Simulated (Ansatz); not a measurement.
Property card for BaHCl

These are results of Ansatz, DFT LDA, scalar-relativistic, plane waves, PAW, not measurements.

Settings: cutoff 420 eV, Γ-centred mesh 6×6×4 on the computed 6-atom cell, Gaussian smearing of 0.02 eV; no spin polarisation.

The structure is relaxed at this level of theory with its symmetry kept. Whether it is the stable form of this composition wasn't checked.

The structure is tetragonal, space group P4/nmm (No. 129). Conventional cell: a = 4.287 Å, b = 4.287 Å, c = 6.957 Å, α = 90.00°, β = 90.00°, γ = 90.00°. Ba (site symmetry 4mm) is surrounded by 4 H at 2.59 Å. Around H (site symmetry -4m2) lie 4 Ba at 2.59 Å. Cl (site symmetry 4mm) is surrounded by 5 Ba at 3.12 to 3.17 Å and 4 H at 3.20 Å.

| Item | Value |
| --- | --- |
| Volume per atom | 21.31 Å³ |
| Formation energy from the elements' standard states (uncorrected) | -1.806 eV/atom |
| Kohn–Sham band gap | 2.72 eV, direct at Z |
| Löwdin character of the top 1 eV of the valence band | H 1s 74 %, Cl 3p 9 %, unprojected 7 % |
| Electron masses at the edge by Cartesian direction of the standard setting (m_e; degenerate bands sorted by energy; no spin-orbit coupling) | x: 0.44; y: 0.44; z: 0.71 |
| Hole masses at the edge by Cartesian direction of the standard setting (m_e; degenerate bands sorted by energy; no spin-orbit coupling) | x: 19; y: 19; z: 0.40 |
| Bulk modulus | 42 GPa |
| Its pressure derivative | 4.1 |
| Bader charges (e) | Ba (2 in the cell) 1.41, H (2 in the cell) -0.63, Cl (2 in the cell) -0.78 |

Spin-orbit coupling is left out, which matters for the bands of heavy elements.

Cost: 8 runs of about 3.5 core-minutes in all, on Arm Neoverse V1 (shared hosts).